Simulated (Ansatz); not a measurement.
Born–Oppenheimer molecular dynamics of H8SSi2 (11 atoms, charge 0, multiplicity 1). It starts at the highest image of a converged band. Of that band: Beside the main top the profile has a ripple of under 15 meV (maxima at images 3, 6), which may be a very shallow well or noise. Neighbouring images differ by up to 1.9 eV, so the band resolves the path poorly. A vibrational analysis at the climbing image gives one clearly imaginary mode, 1210i cm⁻¹: a first-order saddle point.

Method: RKS PBE0-D4/6-31G* (Ansatz).

```json
{
  "ensemble": "NVE (velocity Verlet)",
  "time step": "0.5 fs",
  "steps asked": "119",
  "starting velocities drawn for": "300 K",
  "seed": "11545"
}
```

First frame:

```xyz
11
Properties=species:S:1:pos:R:3
Si -0.327 -0.001 -0.099
H 0.064 -0.281 1.578
H 1.181 -0.036 -0.151
Si -1.012 2.058 -0.963
H -2.242 1.835 -1.766
H -1.317 2.952 0.189
H 0.049 2.690 -1.800
H -0.713 -1.276 -0.754
S -2.566 0.002 1.161
H -2.840 -1.302 0.961
H -0.837 -0.246 1.677
```

(1) What does the run give?

(2) What happens to the structure?

(3) How do temperature and energy run in time?

Answers

(1) The run went to its last step.

| Item | Value |
| --- | --- |
| steps done | 119 |
| time covered | 59.5 fs |
| mean temperature over the second half | 1710 K |
| spread of the potential energy over the second half | 21.6 meV per atom |
| mean potential energy of the second half above the start | -149.2 meV per atom |

The conserved energy stayed within 0.6 meV per atom of its start (net change -0.14 meV per atom), so the integration is sound. The kinetic energy rose, since the run started high on the potential surface and went downhill. It ends in pieces (H2S + H6Si2), so much of that is their flight and rotation, not heat. A run of 0.059 ps of so small a system gives no equilibrium averages. The orbitals stay closed-shell, which can raise the energy where a bond breaks towards radicals; this wasn't checked here.

(2) Between its relaxed ends the band would form Si1–S9, H2–H11 and break Si1–H2, S9–H11. These pairs go: Si1–S9 2.57 → 3.85 Å, H2–H11 0.91 → 5.88 Å, Si1–H2 1.74 → 1.49 Å, S9–H11 1.82 → 1.50 Å. In the last frame they stand as before the step (other bonds may differ from the relaxed reactants and products). It ends as H2S + H6Si2. Pairs count as bonded within 1.25 times the sum of covalent radii (0.12 Å more for H–H). Another seed would give other details.

(3) 
```json
{"time (fs)": "0.0", "T (K)": "300", "potential energy less start (eV)": "0.000", "conserved less start (meV/atom)": "0.00"}
{"time (fs)": "3.0", "T (K)": "209", "potential energy less start (eV)": "0.107", "conserved less start (meV/atom)": "0.09"}
{"time (fs)": "6.0", "T (K)": "197", "potential energy less start (eV)": "0.120", "conserved less start (meV/atom)": "0.06"}
{"time (fs)": "9.0", "T (K)": "247", "potential energy less start (eV)": "0.063", "conserved less start (meV/atom)": "0.10"}
{"time (fs)": "12.0", "T (K)": "570", "potential energy less start (eV)": "-0.314", "conserved less start (meV/atom)": "0.01"}
{"time (fs)": "15.0", "T (K)": "554", "potential energy less start (eV)": "-0.293", "conserved less start (meV/atom)": "0.25"}
{"time (fs)": "18.0", "T (K)": "1115", "potential energy less start (eV)": "-0.953", "conserved less start (meV/atom)": "-0.47"}
{"time (fs)": "21.0", "T (K)": "974", "potential energy less start (eV)": "-0.783", "conserved less start (meV/atom)": "0.07"}
{"time (fs)": "24.0", "T (K)": "1232", "potential energy less start (eV)": "-1.084", "conserved less start (meV/atom)": "0.05"}
{"time (fs)": "27.0", "T (K)": "1625", "potential energy less start (eV)": "-1.546", "conserved less start (meV/atom)": "-0.40"}
{"time (fs)": "30.0", "T (K)": "1771", "potential energy less start (eV)": "-1.715", "conserved less start (meV/atom)": "-0.39"}
{"time (fs)": "33.0", "T (K)": "1558", "potential energy less start (eV)": "-1.462", "conserved less start (meV/atom)": "0.08"}
{"time (fs)": "36.0", "T (K)": "1443", "potential energy less start (eV)": "-1.329", "conserved less start (meV/atom)": "0.08"}
{"time (fs)": "39.0", "T (K)": "1849", "potential energy less start (eV)": "-1.805", "conserved less start (meV/atom)": "-0.26"}
{"time (fs)": "42.0", "T (K)": "1563", "potential energy less start (eV)": "-1.464", "conserved less start (meV/atom)": "0.52"}
{"time (fs)": "45.0", "T (K)": "1930", "potential energy less start (eV)": "-1.900", "conserved less start (meV/atom)": "-0.37"}
{"time (fs)": "48.0", "T (K)": "1361", "potential energy less start (eV)": "-1.232", "conserved less start (meV/atom)": "0.21"}
{"time (fs)": "51.0", "T (K)": "1686", "potential energy less start (eV)": "-1.613", "conserved less start (meV/atom)": "-0.01"}
{"time (fs)": "54.0", "T (K)": "1950", "potential energy less start (eV)": "-1.924", "conserved less start (meV/atom)": "-0.42"}
{"time (fs)": "57.0", "T (K)": "1877", "potential energy less start (eV)": "-1.838", "conserved less start (meV/atom)": "-0.28"}
```

The run took 6.8 min on 1 thread of Arm Neoverse V2 (shared host), peak memory 0.15 GiB.
